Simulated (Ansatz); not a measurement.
# C₃H₇+: one species, many methods

An exercise on one series of results from a longer session: the logs are not shown, and one member is left open.

Method: functionals in def2-TZVPP, the program's frozen cores in correlated methods; program: Ansatz 0.2.0, Gaussian basis.

Plan: LDA (SPW92), PBE-D4, revPBE-D4, BLYP-D4, r2SCAN-D4, B97M-V, PBE0-D4, B3LYP-D4, r2SCANh-D4, r2SCAN0-D4, HSE06-D4, BHLYP-D4, CAM-B3LYP-D4, LC-ωPBE, ωB97X-V, ωB97M-V, B2PLYP, PBE-QIDH; CCSD(T)/def2-SVP; CCSD(T)/def2-TZVPP; CCSD(T)/def2-QZVPP; extrapolation to the limit; RPA on PBE.

## Structure used throughout

The geometry comes from an earlier relaxation with PBE0-D4 in a triple-zeta def2 set; it is a stationary point, not always the lowest conformer.

10 atoms, charge 1, spin multiplicity 1.

Atoms are counted from 1 here; the program's logs count them from 0.

Bond lengths: C1–C2 1.428 Å, C1–H4 1.119 Å, C1–H5 1.095 Å, C1–H6 1.088 Å, C2–C3 1.428 Å, C2–H7 1.093 Å, C3–H8 1.095 Å, C3–H9 1.088 Å, C3–H10 1.119 Å. Angles: C2–C1–H4 100.7°, C2–C1–H5 113.3°, C2–C1–H6 115.7°, H4–C1–H5 102.4°, H4–C1–H6 108.1°, H5–C1–H6 114.5°, C1–C2–C3 125.9°, C1–C2–H7 117.1°, C3–C2–H7 117.1°, C2–C3–H8 113.2°, C2–C3–H9 115.7°, C2–C3–H10 100.8°, H8–C3–H9 114.5°, H8–C3–H10 102.4°, H9–C3–H10 108.1°.

The first run:

The input, in.yaml:

```yaml
crystal:
  periodic: [false, false, false]
  atoms:
    - {symbol: C, position_ang: [-0.816222, 0.873416, -0.464489]}
    - {symbol: C, position_ang: [0.173516, -0.154684, -0.422513]}
    - {symbol: C, position_ang: [0.696186, -0.765039, 0.757617]}
    - {symbol: H, position_ang: [-1.706287, 0.291696, -0.812734]}
    - {symbol: H, position_ang: [-0.666277, 1.585515, -1.282344]}
    - {symbol: H, position_ang: [-1.064379, 1.329330, 0.491901]}
    - {symbol: H, position_ang: [0.566060, -0.506582, -1.379739]}
    - {symbol: H, position_ang: [0.930667, -1.826511, 0.627342]}
    - {symbol: H, position_ang: [0.174433, -0.528017, 1.682604]}
    - {symbol: H, position_ang: [1.712315, -0.299113, 0.802346]}
basis:
  gaussian: {orbitals: def2-TZVPP}
total_charge: 1
hamiltonian: {xc: lda}
output: {orbitals: {seedname: orbitals}}
```

Command:

```
ansatz run in.yaml --threads 2 --pin off --events-out ev --progress --plain --max-ram 32768MiB --backend cpu
```

Among the steps run: LDA; PBE-D4 (GGA); revPBE-D4 (GGA); BLYP-D4 (GGA); r2SCAN-D4 (meta-GGA); B97M-V (meta-GGA); B3LYP-D4 (hybrid); r2SCANh-D4 (hybrid); r2SCAN0-D4 (hybrid); HSE06-D4 (hybrid); BHLYP-D4 (hybrid); CAM-B3LYP-D4 (range-separated); LC-ωPBE (range-separated); ωB97X-V (range-separated); ωB97M-V (range-separated); B2PLYP (double hybrid); PBE-QIDH (double hybrid).

One of the session's tables, all rows but one given; the rest of the session is left out.

It belongs to the step «Frontier levels by functional». Levels, from each run's orbital file:

```
  functional  HOMO (eV)  LUMO (eV)  gap (eV)
 LDA (SPW92)     -15.16     -10.38      4.78
      PBE-D4     -15.20     -10.25      4.95
   revPBE-D4     -15.19     -10.19      5.00
     BLYP-D4     -15.16     -10.13      5.03
   r2SCAN-D4          ?          ?         ?
      B97M-V     -15.67      -9.90      5.76
     PBE0-D4     -16.73      -9.17      7.55
    B3LYP-D4     -16.53      -9.42      7.11
  r2SCANh-D4     -16.10      -9.58      6.52
  r2SCAN0-D4     -16.94      -8.99      7.96
    HSE06-D4     -16.32      -9.56      6.75
    BHLYP-D4     -18.22      -7.93     10.29
CAM-B3LYP-D4     -18.22      -7.96     10.26
     LC-ωPBE     -19.62      -6.78     12.84
     ωB97X-V     -19.26      -6.81     12.44
     ωB97M-V     -19.08      -6.89     12.19
```

Estimate the missing values for r2SCAN-D4.

Worked estimate for «HOMO (eV)». Against the share of exact exchange, r2SCANh-D4 (0.1, -16.10), r2SCAN0-D4 (0.25, -16.94) give a slope of -5.60 per unit share; at 0 the line stands at -15.54.

**Answer.** HOMO (eV): -15.54; LUMO (eV): -9.97; gap (eV): 5.57. In «HOMO (eV)» the line misses by 0.00.
